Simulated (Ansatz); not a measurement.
**C2H6Si (SMILES C[Si]C): the energy to break a bond**

C2H6Si has 9 atoms, charge 0, and is taken as a singlet. SMILES: `C[Si]C`. Geometry: optimised at r2SCAN/def2-SVP.

```xyz
9

C    -0.5277    1.0507   -0.8096
Si    0.9065   -0.2009   -0.9215
C     0.6053   -1.0736    0.7469
H    -1.4292    0.4784   -1.1155
H    -0.4423    1.8993   -1.5060
H    -0.7361    1.4251    0.2083
H    -0.4576   -1.1730    1.0304
H     1.1071   -2.0487    0.8441
H     1.0625   -0.4036    1.5058
```

Wanted: the dissociation energy of the Si2–C1 bond into doublet CH3Si and doublet CH3 (shapes relaxed at r2SCAN/def2-SVP, no zero-point term). 1 Eh = 2625.50 kJ/mol = 27.2114 eV. Totals in Eh; open shells run unrestricted unless said.

```
            level  program       C2H6Si  doublet CH3Si  doublet CH3
    PBE/def2-TZVP   Ansatz  -369.034843    -329.126890   -39.788069
  B3LYP/def2-TZVP   Ansatz  -369.331344    -329.359472   -39.858497
wB97M-V/def2-TZVP   Ansatz  -369.229556    -329.285959   -39.817245
```

Problem. Work out the dissociation energy at each level.

Solution. 
1. PBE/def2-TZVP: (-329.126890) + (-39.788069) − (-369.034843) = 0.119884 Eh = 314.8 kJ/mol = 3.26 eV.
2. B3LYP/def2-TZVP: (-329.359472) + (-39.858497) − (-369.331344) = 0.113375 Eh = 297.7 kJ/mol = 3.09 eV.
3. wB97M-V/def2-TZVP: (-329.285959) + (-39.817245) − (-369.229556) = 0.126352 Eh = 331.7 kJ/mol = 3.44 eV.

The levels span 298 to 332 kJ/mol; no measured value is set beside them. A bond enthalpy at 298 K also holds the loss of zero-point energy and thermal terms.
